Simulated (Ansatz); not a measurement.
**Two structures, one formula**

Two relaxed structures of C2H5N, singlet (PBE0-D4/def2-TZVP; forces vanish, vibrations not checked).

A:

C1  (-0.198, 0.739, -0.277)
C2  (0.719, -0.131, 0.144)
N3  (0.485, -1.382, 0.680)
H4  (0.105, 1.663, -0.749)
H5  (1.182, -1.722, 1.321)
H6  (-1.261, 0.547, -0.179)
H7  (1.774, 0.098, 0.024)
H8  (-0.454, -1.551, 1.003)
(Å)

B:

C1  (-0.471, 0.592, -0.316)
C2  (0.663, -0.171, 0.284)
N3  (0.698, -1.395, 0.594)
H4  (-0.168, 1.033, -1.271)
H5  (-1.342, -0.045, -0.480)
H6  (-0.757, 1.423, 0.336)
H7  (1.572, 0.410, 0.476)
H8  (-0.194, -1.846, 0.376)
(Å)

Program: Ansatz 0.2.0. Basis: def2-TZVPP. Cores are frozen in the correlated methods. B3LYP uses VWN-RPA correlation.

(1) Which structure is lower at CCSD(T), and by how much? (Judge from chemistry; the value comes from the calculation.)

No T1 diagnostic of these runs exceeds 0.012.

Results:

(1) Computed: B, by 0.146 eV (electronic energy, against the other). By their contacts, A is C₂H₅N (C=CN) and B is C₂H₅N (CC=N).

All methods give the same order:

```csv
method,E(B) − E(A) (eV)
PBE-D4,-0.044
r2SCAN-D4,-0.043
PBE0-D4,-0.043
B3LYP-D4,-0.056
wB97M-V,-0.081
HF,-0.134
MP2,-0.107
CCSD,-0.145
CCSD(T),-0.146
```

For scale, one of the runs: CCSD(T)/def2-TZVPP, 163 basis functions, launched by `ansatz run in.yaml --threads 2 --pin off --events-out ev --progress --plain --max-ram 4352MiB`. The run took 18 s on 2 CPU threads of an Arm Neoverse V2 (shared host), with 1.3 GiB of host memory at its peak.
